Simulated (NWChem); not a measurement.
**SiH3Cl (chlorosilane) at CAM-B3LYP/aug-cc-pVDZ**

Aim: the vertical ionisation energy of SiH3Cl (chlorosilane) at CAM-B3LYP/aug-cc-pVDZ, from 2 runs. 

The results are computed with NWChem 7.3.0.

**1. The structure to begin with**

The species is SiH3Cl (5 atoms), meant as a singlet with charge 0. SMILES: `[SiH3]Cl`. The coordinates come from a PBE0-D4/def2-TZVP relaxation.

Bond lengths: Si1–Cl2 2.054 Å, Si1–H3 1.481 Å, Si1–H4 1.481 Å, Si1–H5 1.481 Å. Angles: Cl2–Si1–H3 108.5°, Cl2–Si1–H4 108.5°, Cl2–Si1–H5 108.5°, H3–Si1–H4 110.4°, H3–Si1–H5 110.4°, H4–Si1–H5 110.4°.

**2. A single-point energy at CAM-B3LYP/aug-cc-pVDZ**

File test.nw:

```
start test
memory stack 880 mb heap 220 mb global 1100 mb

geometry units angstroms noautosym nocenter noautoz
  Si   -0.112000    0.018600   -0.030900
  Cl    1.838300   -0.513500    0.329900
  H    -0.950900   -0.488300    1.079100
  H    -0.534700   -0.585700   -1.314900
  H    -0.190800    1.495400   -0.104700
end

basis "ao basis" spherical bse
  * library aug-cc-pVDZ
end

dft
  xc xcamb88 1.00 lyp 0.81 vwn_5 0.19 hfexch 1.00
  cam 0.33 cam_alpha 0.19 cam_beta 0.46
  grid fine
  convergence energy 1e-08
  direct
  maxiter 100
  mulliken
  print low
end

task dft energy
```

The run is started by

```
$ nwchem test.nw > test.out
```

The program printed:

```text
[...]
 d= 0,ls=0.0,diis     1   -751.5221819654 -8.38D+02  1.05D-02  2.23D-01     4.0
[...]
 d= 0,ls=0.0,diis     8   -751.5483364066 -7.11D-10  2.82D-07  5.51D-11    27.7
         Total DFT energy =     -751.548336406647
      One electron energy =    -1209.977505157721
           Coulomb energy =      422.390637683781
    Exchange-Corr. energy =      -50.298693402956
 Nuclear repulsion energy =       86.337224470250
[...]
      Total Density - Mulliken Population Analysis
     ---------------------------------------------
    Atom       Charge   Shell Charges
 -----------   ------   -------------------------------------------------------
    1 Si  14    14.51   2.00  2.03  0.78  0.66 -0.09  6.02  1.53  1.16  0.02  0.30  0.10
    2 Cl  17    17.33   2.00  2.04  0.94  0.94  0.08  6.00  3.12  2.09  0.08  0.02  0.01
    3 H    1     0.72   0.74 -0.02  0.01  0.01 -0.01
    4 H    1     0.72   0.74 -0.02  0.01  0.01 -0.01
    5 H    1     0.72   0.74 -0.02  0.01  0.01 -0.01
[...]
```

Wall time 28 s (1 thread of AMD EPYC 9R45 (Zen 5), shared host); peak memory 0.11 GiB.

**3. The doublet cation, same level**

File mol.nw:

```
start mol
title "ClH3Si CAM-B3LYP"
memory stack 880 mb heap 220 mb global 1100 mb
charge 1

geometry units au noautosym nocenter noautoz
  Si -0.21164933  0.03514891 -0.05839254
  Cl  3.47388353 -0.97037436  0.62342065
  H  -1.79694057 -0.92275327  2.03920346
  H  -1.01043656 -1.10681259 -2.48480088
  H  -0.36055974  2.82589645 -0.19785433
end

basis spherical bse
  Si library aug-cc-pVDZ
  Cl library aug-cc-pVDZ
  H library aug-cc-pVDZ
end

dft
  xc xcamb88 1.00 lyp 0.81 vwn_5 0.19 hfexch 1.00
  cam 0.33 cam_alpha 0.19 cam_beta 0.46
  mult 2
  grid fine
  convergence energy 1e-08
  direct
  maxiter 100
  mulliken
  print low
end

task dft energy
```

The run is started by

```
$ nwchem mol.nw > mol.out
```

The program printed:

```text
[...]
 d= 0,ls=0.0,diis     1   -750.9316228998 -8.37D+02  9.18D-03  3.88D-01     4.2
[...]
 d= 0,ls=0.0,diis    13   -751.1218777658 -4.02D-09  3.88D-07  1.53D-10    48.4
[...]
         Total DFT energy =     -751.121877765806
      One electron energy =    -1200.429338219763
           Coulomb energy =      412.922287941190
    Exchange-Corr. energy =      -49.952045763263
 Nuclear repulsion energy =       86.337218276031
[...]
      Total Density - Mulliken Population Analysis
     ---------------------------------------------
    Atom       Charge   Shell Charges
 -----------   ------   -------------------------------------------------------
    1 Si  14    14.17   2.00  2.03  0.83  0.63 -0.10  6.02  1.53  0.92  0.02  0.25  0.05
    2 Cl  17    16.82   2.00  2.04  1.00  0.93  0.05  6.00  3.01  1.76 -0.00  0.02  0.02
    3 H    1     0.66   0.66 -0.01  0.00  0.01 -0.01
    4 H    1     0.68   0.70 -0.03  0.00  0.01 -0.01
    5 H    1     0.67   0.70 -0.03  0.00  0.01 -0.01
[...]
      <S2> =      0.7595 (Exact =     0.7500)
[...]
```

Run time: 49 s. Hardware: 1 thread of AMD EPYC 9R45 (Zen 5), shared host; peak memory 0.11 GiB.

**4. What came out**

At CAM-B3LYP/aug-cc-pVDZ:

| quantity | value |
| --- | --- |
| singlet SiH3Cl: total energy | -751.54834 Eh |
| doublet cation: total energy | -751.12188 Eh |
| doublet cation: ⟨S²⟩ | 0.759 |
| vertical ionisation energy (to the doublet cation) | 11.605 eV |

What this shows: The vertical ionisation energy comes to 11.60 eV (268 kcal/mol). Mulliken charges (doublet cation) run from -0.17 on Si1 to +0.34 on H3; in a basis this large or diffuse they mean little.
